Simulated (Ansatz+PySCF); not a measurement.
Values are calculated unless marked as measured or tabulated.
This PySCF input gave a total energy of -138.90120 hartree.

```python
from pyscf import gto, scf

mol = gto.M(atom="""
C 0.000000 0.000000 -0.668230
F 0.000000 0.000000 0.804270
H 0.000000 -1.118910 -1.076340
H -0.969010 0.559460 -1.076340
H 0.969010 0.559460 -1.076340
""", basis='def2-svp', charge=0, spin=0)
mf = scf.RHF(mol)
mf.init_guess = 'atom'
mf.kernel()
while True:  # follow internal instabilities
    mo, _, stable, _ = mf.stability(return_status=True)
    if stable: break
    mf.kernel(mf.make_rdm1(mo, mf.mo_occ))
print(mf.converged, mf.e_tot, mf.spin_square()[0])
```

Q: Write an input for Ansatz with the same method and basis set.

A:

```yaml
crystal:
  periodic: [false, false, false]
  atoms:
    - { symbol: C, position_ang: [0.0, 0.0, -0.66823] }
    - { symbol: F, position_ang: [0.0, 0.0, 0.80427] }
    - { symbol: H, position_ang: [0.0, -1.11891, -1.07634] }
    - { symbol: H, position_ang: [-0.96901, 0.55946, -1.07634] }
    - { symbol: H, position_ang: [0.96901, 0.55946, -1.07634] }
basis:
  gaussian: { orbitals: def2-SVP }
hamiltonian:
  xc: hf
```

Ansatz (development build ahead of 0.2.0) gave -138.90120 hartree, 0.03 meV from the first.
